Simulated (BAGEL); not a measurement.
# singlet Si2H5O+, step by step

Wanted: the energy (singlet Si2H5O+, HF/cc-pVDZ), then a single-point energy (doublet Si2H5O, NEVPT2(3,3)/cc-pVDZ), then the energy (doublet Si2H5O, CASPT2(3,3)/cc-pVDZ) of H5OSi2. 

The calculation is run with BAGEL 1.2.2.

## Step 1: Starting point

The species is Si2H5O+ (8 atoms), meant as a singlet with charge +1. SMILES of the parent species: `[SiH2]O[SiH3]`. The Si3–H6 distance was set to 2.001 Å, away from the relaxed value. That shape belongs to the parent species and isn't relaxed for this state. At this shape a bond of the SMILES string is far longer than usual.

Bond lengths: Si1–O2 1.637 Å, O2–Si3 1.638 Å, Si1–H4 1.490 Å, Si1–H5 1.494 Å, Si3–H7 1.485 Å, Si3–H8 1.486 Å. Angles: Si1–O2–Si3 146.3°, O2–Si1–H4 107.9°, O2–Si1–H5 109.9°, O2–Si3–H7 109.9°, O2–Si3–H8 110.1°, H4–Si1–H5 110.4°, H7–Si3–H8 109.2°. A long bond or contact: Si3–H6 2.001 Å.

## Step 2: The energy at HF/cc-pVDZ (density fitting with svp-jkfit) (run 1)

File job.json:

```json
{ "bagel": [

{
  "title": "molecule",
  "basis": "cc-pvdz.json",
  "df_basis": "svp-jkfit",
  "angstrom": false,
  "geometry": [
    { "atom": "Si", "xyz": [    -2.76964308,     2.64392149,    -1.38310567 ] },
    { "atom": "O", "xyz": [    -1.01427648,     0.35319548,    -0.27005698 ] },
    { "atom": "Si", "xyz": [     1.09711452,    -0.48546497,     1.83283025 ] },
    { "atom": "H", "xyz": [    -3.94429684,     1.74649055,    -3.77871148 ] },
    { "atom": "H", "xyz": [    -1.18113930,     4.92860037,    -1.86082843 ] },
    { "atom": "H", "xyz": [     2.44133718,    -3.88263130,     0.85623491 ] },
    { "atom": "H", "xyz": [    -0.08755479,    -0.62965108,     4.37356703 ] },
    { "atom": "H", "xyz": [     3.19300976,     1.38347417,     1.89689197 ] }
  ]
},

{
  "title": "hf",
  "charge": 1
},

{
  "title": "print",
  "file": "orbitals.molden",
  "orbitals": true
}

]}
```

The basis set cc-pVDZ is read from a file made from the Basis Set Exchange's data (not shown).

Started as:

```bash
$ BAGEL_NUM_THREADS=1 BAGEL job.json > job.out
```

What it wrote:

```text
* using 1 threads per process

  ===============================================================
  ===============================================================

  *** Geometry ***

  { "atom" : "Si", "xyz" : [     -2.769643,      2.643921,     -1.383106 ] },
  { "atom" : "O", "xyz" : [     -1.014276,      0.353195,     -0.270057 ] },
  { "atom" : "Si", "xyz" : [      1.097115,     -0.485465,      1.832830 ] },
  { "atom" : "H", "xyz" : [     -3.944297,      1.746491,     -3.778711 ] },
  { "atom" : "H", "xyz" : [     -1.181139,      4.928600,     -1.860828 ] },
  { "atom" : "H", "xyz" : [      2.441337,     -3.882631,      0.856235 ] },
  { "atom" : "H", "xyz" : [     -0.087555,     -0.629651,      4.373567 ] },
  { "atom" : "H", "xyz" : [      3.193010,      1.383474,      1.896892 ] },

  Number of auxiliary basis functions:      423

  Since a DF basis is specified, we compute 2- and 3-index integrals:
    o Being stored without compression. Storage requirement is 0.019 GB

  Number of basis functions:       75
  Number of electrons      :       41

    * METHOD: MOLECULE                             0.16

  *** RHF ***

  === Nuclear Repulsion ===
   148.0360191189

      * DIIS with orbital gradients will be used.

  === RHF iteration (cc-pvdz.json) ===
      0       -655.11521091          0.01624020           0.04
      1       -655.20100283          0.01506914           0.04
      2       -655.31057222          0.00135460           0.04
      3       -655.31215872          0.00020994           0.04
      4       -655.31219604          0.00004568           0.04
      5       -655.31219886          0.00001851           0.04
      6       -655.31219936          0.00000707           0.04
      7       -655.31219945          0.00000207           0.04
      8       -655.31219945          0.00000074           0.04
      9       -655.31219945          0.00000032           0.04
     10       -655.31219945          0.00000011           0.04
     11       -655.31219945          0.00000003           0.04
     12       -655.31219945          0.00000001           0.04
    * SCF iteration converged.

    * Permanent dipole moment:
           (    1.896707,    -1.899186,     0.730943) a.u.

    * METHOD: HF                                   0.68

    * METHOD: PRINT                                0.01

  ===============================================================
```

Wall time 0.96 s (1 thread of Arm Neoverse V2, shared host).

## Step 3: Doublet neutral Si2H5O: the energy at NEVPT2(3,3)/cc-pVDZ (density fitting with svp-jkfit) (run 2)

File input.json:

```json
{ "bagel": [

{
  "title": "molecule",
  "basis": "cc-pvdz.json",
  "df_basis": "svp-jkfit",
  "angstrom": "false",
  "geometry": [
    { "atom": "Si", "xyz": [    -2.76964308,     2.64392149,    -1.38310567 ] },
    { "atom": "O", "xyz": [    -1.01427648,     0.35319548,    -0.27005698 ] },
    { "atom": "Si", "xyz": [     1.09711452,    -0.48546497,     1.83283025 ] },
    { "atom": "H", "xyz": [    -3.94429684,     1.74649055,    -3.77871148 ] },
    { "atom": "H", "xyz": [    -1.18113930,     4.92860037,    -1.86082843 ] },
    { "atom": "H", "xyz": [     2.44133718,    -3.88263130,     0.85623491 ] },
    { "atom": "H", "xyz": [    -0.08755479,    -0.62965108,     4.37356703 ] },
    { "atom": "H", "xyz": [     3.19300976,     1.38347417,     1.89689197 ] }
  ]
},

{
  "title": "hf",
  "charge": 1
},

{
  "title": "casscf",
  "nstate": 1,
  "nact": 3,
  "nclosed": 19,
  "nspin": 1,
  "active": [20, 21, 23],
  "maxiter": 200,
  "natocc": "true"
},

{
  "title": "nevpt2",
  "nstate": 1,
  "nact": 3,
  "nclosed": 19,
  "nspin": 1,
  "active": [20, 21, 23],
  "maxiter": 200,
  "natocc": "true",
  "ncore": 11
},

{
  "title": "print",
  "file": "orbitals.molden",
  "orbitals": "true"
}

]}
```

The basis set cc-pVDZ is read from a file made from the Basis Set Exchange's data (not shown).

Started as:

```bash
$ BAGEL_NUM_THREADS=1 BAGEL input.json > input.out
```

What it wrote:

```text
* using 1 threads per process

  ===============================================================
  ===============================================================

  *** Geometry ***

  { "atom" : "Si", "xyz" : [     -2.769643,      2.643921,     -1.383106 ] },
  { "atom" : "O", "xyz" : [     -1.014276,      0.353195,     -0.270057 ] },
  { "atom" : "Si", "xyz" : [      1.097115,     -0.485465,      1.832830 ] },
  { "atom" : "H", "xyz" : [     -3.944297,      1.746491,     -3.778711 ] },
  { "atom" : "H", "xyz" : [     -1.181139,      4.928600,     -1.860828 ] },
  { "atom" : "H", "xyz" : [      2.441337,     -3.882631,      0.856235 ] },
  { "atom" : "H", "xyz" : [     -0.087555,     -0.629651,      4.373567 ] },
  { "atom" : "H", "xyz" : [      3.193010,      1.383474,      1.896892 ] },

  Number of auxiliary basis functions:      423

  Since a DF basis is specified, we compute 2- and 3-index integrals:
    o Being stored without compression. Storage requirement is 0.019 GB

  Number of basis functions:       75
  Number of electrons      :       41

    * METHOD: MOLECULE                             0.15

  *** RHF ***

  === Nuclear Repulsion ===
   148.0360191189

      * DIIS with orbital gradients will be used.

  === RHF iteration (cc-pvdz.json) ===
      0       -655.11521091          0.01624020           0.04
      1       -655.20100283          0.01506914           0.04
      2       -655.31057222          0.00135460           0.04
      3       -655.31215872          0.00020994           0.04
      4       -655.31219604          0.00004568           0.04
      5       -655.31219886          0.00001851           0.04
      6       -655.31219936          0.00000707           0.04
      7       -655.31219945          0.00000207           0.04
      8       -655.31219945          0.00000074           0.04
      9       -655.31219945          0.00000032           0.04
     10       -655.31219945          0.00000011           0.04
     11       -655.31219945          0.00000003           0.04
     12       -655.31219945          0.00000001           0.04
    * SCF iteration converged.

    * Permanent dipole moment:
           (    1.896707,    -1.899186,     0.730943) a.u.

    * METHOD: HF                                   0.68

  ---------------------------
      CASSCF calculation
  ---------------------------

    ==== Active orbitals : =====
         Orbital 20
         Orbital 21
         Orbital 23
    ============================

    * nstate   :      1
    * nclosed  :     19
    * nact     :      3
    * nvirt    :     53
  === CASSCF iteration (cc-pvdz.json) ===

    * Using the second-order algorithm

      0  0      -655.58041043     1.30e-02      0.02

      1  0      -655.61422099     8.52e-04      0.28

      2  0      -655.63334450     1.25e-03      0.22

      3  0      -655.63640273     4.06e-04      0.27

      4  0      -655.63652699     1.14e-04      0.26

      5  0      -655.63653276     3.00e-05      0.27

      6  0      -655.63653308     7.48e-06      0.26

      7  0      -655.63653310     1.83e-06      0.27

      8  0      -655.63653310     4.46e-07      0.26

      9  0      -655.63653310     1.08e-07      0.25

     10  0      -655.63653310     2.63e-08      0.23

     11  0      -655.63653310     6.38e-09      0.22

    * Second-order optimization converged. *

     guess   0:   closed 1..                  open .1.

  === FCI iteration ===

      0  0      -655.61086827     4.66e-02      0.00
      1  0      -655.63652189     9.86e-04      0.00
      2  0      -655.63653266     1.66e-04      0.00
      3  0      -655.63653308     2.95e-05      0.00
      4  0      -655.63653310     1.18e-06      0.00
      5  0      -655.63653310     1.23e-07      0.00
      6  0      -655.63653310     1.08e-08      0.00
      7  0 *    -655.63653310     9.01e-16      0.00

     * ci vector, state   0, <S^2> = 0.7500
       2a.    -0.9835614225
       .a2    -0.1801984593

    * METHOD: CASSCF                               2.92

    * freezing 11 orbitals

  === DF-NEVPT2 calculation ===

    * 3-index integral transformation done
    * assembly done

      NEVPT2 correlation energy:   -0.3501599988      0.09

          (+0)     -0.2947740078
          (+0)'    -0.0061253485
          (+1)     -0.0148400326
          (+1)'    -0.0000337625
          (+2)     -0.0002452191
          (-1)     -0.0276447962
          (-1)'    -0.0000720227
          (-2)     -0.0064248095

      NEVPT2 total energy:       -655.9866930951

    * METHOD: NEVPT2                               0.18

    * METHOD: PRINT                                0.01

  ===============================================================
```

Run time: 4.2 s. Hardware: 1 thread of Arm Neoverse V2, shared host.

## Step 4: Doublet neutral Si2H5O: the energy at CASPT2(3,3)/cc-pVDZ (density fitting with svp-jkfit) (run 3)

File input.json:

```json
{ "bagel" : [

{
  "title" : "molecule",
  "basis" : "cc-pvdz.json",
  "df_basis" : "svp-jkfit",
  "geometry" : [
    { "atom" : "Si", "xyz" : [ -2.76964308,  2.64392149, -1.38310567 ] },
    { "atom" : "O", "xyz" : [ -1.01427648,  0.35319548, -0.27005698 ] },
    { "atom" : "Si", "xyz" : [  1.09711452, -0.48546497,  1.83283025 ] },
    { "atom" : "H", "xyz" : [ -3.94429684,  1.74649055, -3.77871148 ] },
    { "atom" : "H", "xyz" : [ -1.18113930,  4.92860037, -1.86082843 ] },
    { "atom" : "H", "xyz" : [  2.44133718, -3.88263130,  0.85623491 ] },
    { "atom" : "H", "xyz" : [ -0.08755479, -0.62965108,  4.37356703 ] },
    { "atom" : "H", "xyz" : [  3.19300976,  1.38347417,  1.89689197 ] }
  ]
},
{ "title" : "hf", "charge" : 1 },
{ "title" : "casscf", "nstate" : 1, "nact" : 3, "nclosed" : 19, "nspin" : 1, "active" : [20, 21, 23], "maxiter" : 200, "natocc" : "true" },
{ "title" : "print", "file" : "orbitals.molden", "orbitals" : "true" },
{ "title" : "smith", "method" : "caspt2", "ms" : "true", "xms" : "true", "sssr" : "true", "shift" : 0.2, "shift_imag" : "true", "ncore" : 11 }

]}
```

The basis set cc-pVDZ is read from a file made from the Basis Set Exchange's data (not shown).

Started as:

```bash
$ BAGEL_NUM_THREADS=1 BAGEL input.json > input.out
```

What it wrote:

```text
* using 1 threads per process

  ===============================================================
  ===============================================================

  *** Geometry ***

  { "atom" : "Si", "xyz" : [     -2.769643,      2.643921,     -1.383106 ] },
  { "atom" : "O", "xyz" : [     -1.014276,      0.353195,     -0.270057 ] },
  { "atom" : "Si", "xyz" : [      1.097115,     -0.485465,      1.832830 ] },
  { "atom" : "H", "xyz" : [     -3.944297,      1.746491,     -3.778711 ] },
  { "atom" : "H", "xyz" : [     -1.181139,      4.928600,     -1.860828 ] },
  { "atom" : "H", "xyz" : [      2.441337,     -3.882631,      0.856235 ] },
  { "atom" : "H", "xyz" : [     -0.087555,     -0.629651,      4.373567 ] },
  { "atom" : "H", "xyz" : [      3.193010,      1.383474,      1.896892 ] },

  Number of auxiliary basis functions:      423

  Since a DF basis is specified, we compute 2- and 3-index integrals:
    o Being stored without compression. Storage requirement is 0.019 GB

  Number of basis functions:       75
  Number of electrons      :       41

    * METHOD: MOLECULE                             0.15

  *** RHF ***

  === Nuclear Repulsion ===
   148.0360191189

      * DIIS with orbital gradients will be used.

  === RHF iteration (cc-pvdz.json) ===
      0       -655.11521091          0.01624020           0.05
      1       -655.20100283          0.01506914           0.04
      2       -655.31057222          0.00135460           0.04
      3       -655.31215872          0.00020994           0.04
      4       -655.31219604          0.00004568           0.04
      5       -655.31219886          0.00001851           0.04
      6       -655.31219936          0.00000707           0.04
      7       -655.31219945          0.00000207           0.04
      8       -655.31219945          0.00000074           0.04
      9       -655.31219945          0.00000032           0.04
     10       -655.31219945          0.00000011           0.04
     11       -655.31219945          0.00000003           0.04
     12       -655.31219945          0.00000001           0.04
    * SCF iteration converged.

    * Permanent dipole moment:
           (    1.896707,    -1.899186,     0.730943) a.u.

    * METHOD: HF                                   0.68

  ---------------------------
      CASSCF calculation
  ---------------------------

    ==== Active orbitals : =====
         Orbital 20
         Orbital 21
         Orbital 23
    ============================

    * nstate   :      1
    * nclosed  :     19
    * nact     :      3
    * nvirt    :     53
  === CASSCF iteration (cc-pvdz.json) ===

    * Using the second-order algorithm

      0  0      -655.58041043     1.30e-02      0.02

      1  0      -655.61422099     8.52e-04      0.28

      2  0      -655.63334450     1.25e-03      0.23

      3  0      -655.63640273     4.06e-04      0.27

      4  0      -655.63652699     1.14e-04      0.26

      5  0      -655.63653276     3.00e-05      0.27

      6  0      -655.63653308     7.48e-06      0.26

      7  0      -655.63653310     1.83e-06      0.27

      8  0      -655.63653310     4.46e-07      0.26

      9  0      -655.63653310     1.08e-07      0.25

     10  0      -655.63653310     2.63e-08      0.23

     11  0      -655.63653310     6.38e-09      0.22

    * Second-order optimization converged. *

     guess   0:   closed 1..                  open .1.

  === FCI iteration ===

      0  0      -655.61086827     4.66e-02      0.00
      1  0      -655.63652189     9.86e-04      0.00
      2  0      -655.63653266     1.66e-04      0.00
      3  0      -655.63653308     2.95e-05      0.00
      4  0      -655.63653310     1.18e-06      0.00
      5  0      -655.63653310     1.23e-07      0.00
      6  0      -655.63653310     1.08e-08      0.00
      7  0 *    -655.63653310     9.01e-16      0.00

     * ci vector, state   0, <S^2> = 0.7500
       2a.    -0.9835614225
       .a2    -0.1801984593

    * METHOD: CASSCF                               2.92

    * METHOD: PRINT                                0.01

  === SMITH program ===

    * freezing 11 orbitals

    * Approximate memory requirement for SMITH calulation per MPI process:
      o Storage requirement for T-amplitude, lambda, and residual is 0.01 GB
      o Storage requirement for MO integrals is 0.00 GB
    * Calculating and saving rdm4f

    * Zeroth order energy : state  0       -0.9103684971

    * CASPT2 iteration is performed using orthogonal basis

      -------------------------------------------  CASPT2 iteration  ---------------------------------------------------
       #      aibj      arbs      arbi      airj      risj      airs      arst      rist         Etot      error   time
      ------------------------------------------------------------------------------------------------------------------

       0  -0.29415  -0.00785  -0.02964  -0.01636  -0.00036  -0.00581  -0.00008  -0.00004   -0.3542855  0.0009083   0.04
       1  -0.29424  -0.00788  -0.02967  -0.01646  -0.00038  -0.00589  -0.00008  -0.00004   -0.3546464  0.0001400   0.04
       2  -0.29425  -0.00788  -0.02967  -0.01646  -0.00038  -0.00589  -0.00008  -0.00004   -0.3546543  0.0000277   0.04
       3  -0.29425  -0.00788  -0.02967  -0.01646  -0.00039  -0.00589  -0.00008  -0.00004   -0.3546546  0.0000055   0.04
       4  -0.29424  -0.00788  -0.02967  -0.01646  -0.00039  -0.00589  -0.00008  -0.00004   -0.3546546  0.0000009   0.04

      ------------------------------------------------------------------------------------------------------------------

    * CASPT2 energy : state  0     -655.9932797869
        w/o shift correction       -655.9911876928
        reference weight              0.8908583714

    * METHOD: SMITH                                0.32

  ===============================================================
```

It took 4.2 s on 1 thread of Arm Neoverse V2, shared host.

## Step 5: Summary of results

| quantity | value |
| --- | --- |
| run 1, HF/cc-pVDZ: total energy | -655.31220 Eh |
| run 1, HF/cc-pVDZ: HOMO energy | -14.91 eV |
| run 1, HF/cc-pVDZ: LUMO energy | -7.23 eV |
| run 1, HF/cc-pVDZ: HOMO–LUMO gap | 7.68 eV |
| doublet neutral Si2H5O, run 2: total energy | -655.98669 Eh |
| doublet neutral Si2H5O, run 3: total energy | -655.99328 Eh |
